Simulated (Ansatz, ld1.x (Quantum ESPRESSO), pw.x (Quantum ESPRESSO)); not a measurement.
**Tl (sc): variants of one TM potential in the solid**

```json
{"Element": "thallium", "Generator": "ld1.x (Quantum ESPRESSO) 7.5", "Type": "norm-conserving Troullier–Martins (Kleinman–Bylander form)", "Functional": "PBEsol", "Relativity": "scalar-relativistic", "Frozen core": "[Xe] 4f14", "Valence charge": "13", "Reference configuration": "5d10 6s0 6p0 (charge +3)", "Partial waves": "6p (bound, empty): rc 2.15 bohr; 5d (bound): rc 1.15 bohr; 6s (bound, empty): rc 1.75 bohr", "Local potential": "the s channel", "Core correction": "none"}
```

Crystal test: sc Tl in pw.x 7.5, no spin, 10³ k-points, Fermi–Dirac smearing 0.01 Ry, cutoffs set for each file from its atomic test. The reference is all-electron LAPW (Ansatz 0.2.0) with the same functional, mesh and smearing; V0 and B0 come from Birch–Murnaghan fits to the pressures at five volumes. Errors are pseudo minus all-electron; Δ is the rms difference of the E(V) curves that follow from these fits, minima aligned, over ±6 % about the mean V0. Mesh and smearing are coarse, so the numbers serve the comparison and aren't converged zero-temperature values; the lattice is a test structure that the element need not adopt.

All-electron: a0 = 3.142 Å (V0 = 31.02 Å³/atom), B0 = 29.8 GPa.

Base: This is a poor potential for the solid.

1 further variants are left out: they gave no file fit for a test, a broken result, the same result as the base, or pressures whose basis-set error rivals the error shown.

| change | cutoffs (Ry) | pw.x | a0 (Å) | a0 error (%) | B0 error (%) | Δ (meV/atom) | mean pressure error (GPa) |
| --- | --- | --- | --- | --- | --- | --- | --- |
| base | 120/480 | converged | 3.120 | -0.69 | +7.2 | 4.3 | -0.62 |
| all radii scaled by about 0.96 (s 1.68, p 2.06, d 1.10 bohr) | 170/680 | converged | 3.122 | -0.64 | +5.9 | 3.9 | -0.57 |
| all radii scaled by about 1.18 (s 2.08, p 2.54, d 1.36 bohr) | 110/440 | converged | 3.129 | -0.41 | +4.8 | 2.5 | -0.37 |
| all radii scaled by about 1.39 (s 2.42, p 2.98, d 1.60 bohr) | 100/400 | converged | 3.118 | -0.77 | +6.0 | 4.8 | -0.68 |

Problem. Give the row for: all radii scaled by about 1.09 (s 1.92, p 2.34, d 1.26 bohr).

Solution. pw.x: converged; mean pressure error (GPa): -0.41; a0 (Å): 3.128; a0 error (%): -0.45; B0 error (%): +4.6; Δ (meV/atom): 2.8.
